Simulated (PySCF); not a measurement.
Bond stretch in SMILES ClC (CH3Cl), singlet. The C1–Cl5 bond (C1 also carries H, H, H; Cl5 carries nothing else) is varied alone, starting from the PBE0/def2-TZVP optimised geometry.

UKS-B3LYP/6-31G* = unrestricted B3LYP/6-31G*, spherical d (PySCF); UHF/6-31G* = unrestricted Hartree-Fock/6-31G*, spherical d (PySCF); UKS-M06-2X/6-31G* = unrestricted M06-2X/6-31G*, spherical d in PySCF; UCCSD(T) = CCSD(T) on UHF/def2-TZVP, 6 core orbitals frozen in PySCF.

Energies relative to the lowest point of each curve near equilibrium, in eV; the last columns give the difference from UCCSD(T):

| R / Å | UKS-B3LYP/6-31G* | UHF/6-31G* | UKS-M06-2X/6-31G* | UCCSD(T) | UKS-B3LYP/6-31G* − UCCSD(T) | UHF/6-31G* − UCCSD(T) | UKS-M06-2X/6-31G* − UCCSD(T) |
|---|---|---|---|---|---|---|---|
| 1.43 | 2.801 | 2.827 | 2.718 | 2.639 | 0.162 | 0.188 | 0.078 |
| 1.52 | 1.348 | 1.323 | 1.275 | 1.242 | 0.106 | 0.081 | 0.033 |
| 1.60 | 0.591 | 0.553 | 0.537 | 0.526 | 0.066 | 0.028 | 0.011 |
| 1.67 | 0.217 | 0.185 | 0.183 | 0.180 | 0.036 | 0.005 | 0.002 |
| 1.73 | 0.050 | 0.035 | 0.036 | 0.036 | 0.014 | -0.001 | 0.000 |
| 1.77 | 0.000 | 0.000 | 0.000 | 0.000 | 0.000 | 0.000 | 0.000 |
| 1.84 | 0.002 | 0.034 | 0.028 | 0.025 | -0.022 | 0.009 | 0.004 |
| 1.86 | 0.020 | 0.062 | 0.054 | 0.048 | -0.028 | 0.013 | 0.005 |
| 1.94 | 0.147 | 0.232 | 0.213 | 0.199 | -0.051 | 0.034 | 0.015 |
| 2.04 | 0.397 | 0.539 | 0.506 | 0.474 | -0.077 | 0.065 | 0.032 |
| 2.20 | 0.904 | 1.138 | 1.084 | 1.015 | -0.111 | 0.124 | 0.069 |
| 2.37 | 1.484 | 1.702 | 1.742 | 1.670 | -0.186 | 0.032 | 0.073 |
| 2.67 | 2.443 | 2.188 | 2.821 | 2.728 | -0.285 | -0.540 | 0.093 |
| 2.90 | 2.956 | 2.355 | 3.289 | 3.296 | -0.340 | -0.941 | -0.007 |
| 3.16 | 3.301 | 2.451 | 3.588 | 3.625 | -0.324 | -1.174 | -0.037 |
| 3.52 | 3.571 | 2.512 | 3.824 | 3.792 | -0.221 | -1.280 | 0.032 |
| 3.92 | 3.727 | 2.541 | 3.963 | 3.851 | -0.124 | -1.310 | 0.112 |
| 4.32 | 3.807 | 2.554 | 4.028 | 3.872 | -0.064 | -1.318 | 0.156 |
| 4.79 | 3.852 | 2.561 | 4.060 | 3.882 | -0.030 | -1.321 | 0.177 |
| 5.30 | 3.872 | 2.564 | 4.069 | 3.887 | -0.015 | -1.323 | 0.182 |
| 6.23 | 3.882 | 2.566 | 4.072 | 3.891 | -0.009 | -1.324 | 0.181 |

UKS-B3LYP/6-31G* is furthest from UCCSD(T) at 2.90 (-0.340 eV, below); its mean absolute difference over the points is 0.108 eV.

UHF/6-31G* is furthest from UCCSD(T) at 6.23 (-1.324 eV, below); its mean absolute difference over the points is 0.529 eV.

UKS-M06-2X/6-31G* is furthest from UCCSD(T) at 5.30 (0.182 eV, above); its mean absolute difference over the points is 0.062 eV.

The unrestricted determinant behind UKS-B3LYP/6-31G*, UKS-M06-2X/6-31G* is spin-contaminated at 2.67 to 6.23 Å (<S²> up to 1.0, against 0.00 for a pure singlet). The unrestricted determinant behind UHF/6-31G*, UCCSD(T) is spin-contaminated at 2.37 to 6.23 Å (<S²> up to 1.0, against 0.00 for a pure singlet). The unrestricted solution behind UCCSD(T) changes between 2.37 and 2.67 Å, which can leave a kink.
